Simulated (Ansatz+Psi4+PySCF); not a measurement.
Two shapes of doublet NO3.

Shape 1:

```xyz
4

N     0.0000    0.0000    0.0000
O     0.5166   -0.1311    1.1196
O     0.1594   -0.8762   -0.8628
O    -0.6760    1.0073   -0.2569
```

Shape 2:

```xyz
4

N     0.0006   -0.0169   -0.0248
O     1.2465   -0.0185    0.0227
O    -0.6481    1.0773    0.0101
O    -0.6226   -1.0772   -0.0297
```

Basis set: cc-pVTZ (spherical functions). Correlated methods keep 4 orbitals frozen. Correlation on ROHF uses semicanonical orbitals with singles. Charge 0, multiplicity 2.

Computed with Ansatz (development build ahead of 0.2.0); each method stands on the lowest determinant of its kind that the runs found.

**Question.** Which shape is lower in energy, and by how much in each method?

**Answer.**

| method | E(2) − E(1) (eV) |
| --- | --- |
| ROHF | -0.074 |
| UHF | -0.035 |
| ROHF-MP2 | -0.099 |

Shape 2 is lower. Caution: the determinant may break the point group. Caution for ROHF, ROHF-MP2: an unrestricted determinant lies well below. Caution for UHF: the unrestricted determinant is spin contaminated. Caution for ROHF-MP2: another reference gives a lower total; large amplitudes, a single reference is doubtful.
